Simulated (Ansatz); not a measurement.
# CH5Al: the cost of one run

All numbers below are computed with Ansatz 0.2.0 (RHF/def2-SVP).

## (1) Starting point

Bond lengths: Al1–C2 2.170 Å, C2–H3 1.110 Å, C2–H4 1.110 Å, C2–H5 1.110 Å, Al1–H6 1.760 Å, Al1–H7 1.560 Å. Angles: Al1–C2–H3 70.8°, Al1–C2–H4 134.6°, Al1–C2–H5 112.9°, H3–C2–H4 109.4°, H3–C2–H5 109.4°, H4–C2–H5 109.4°, C2–Al1–H6 44.2°, C2–Al1–H7 160.3°, H6–Al1–H7 155.5°.

Coordinates:

```xyz
7

Al    0.0000    0.0000    0.0000
C     1.4047    0.0000    1.6540
H     0.4051   -0.3092    2.0245
H     2.1723   -0.7111    2.0245
H     1.6368    1.0203    2.0245
H     1.7519    0.0000    0.1685
H    -1.3510    0.0000   -0.7800
```

## (2) Pulling towards end A

Springs on the bonds that form and break draw the guess towards this end; the thresholds are loose.

The input, input.yaml:

```yaml
crystal:
  periodic: [false, false, false]
  atoms:
    - { symbol: Al, position_ang: [0.0, 0.0, 0.0] }
    - { symbol: C, position_ang: [1.4047, 0.0, 1.654] }
    - { symbol: H, position_ang: [0.4051, -0.3092, 2.0245] }
    - { symbol: H, position_ang: [2.1723, -0.7111, 2.0245] }
    - { symbol: H, position_ang: [1.6368, 1.0203, 2.0245] }
    - { symbol: H, position_ang: [1.7519, 0.0, 0.1685] }
    - { symbol: H, position_ang: [-1.351, 0.0, -0.78] }
basis:
  gaussian: { orbitals: def2-SVP }
hamiltonian:
  xc: hf
relax:
  f_tol: 0.15
  max_steps: 25
  restrain:
    - { distance: [1, 5], at: 2.31, k: 30.0 }
    - { distance: [0, 1], at: 1.97, k: 30.0 }
    - { distance: [0, 5], at: 1.56, k: 30.0 }
```

Launch:

```console
ansatz run input.yaml --threads 1 --pin off --max-ram 2048MiB --backend cpu --events-out ev --progress --plain --runs-dir out
```

What time and memory should one allow on 1 thread of Arm Neoverse V1, shared host?

About 5.2 s, with a peak of 0.1 GiB.
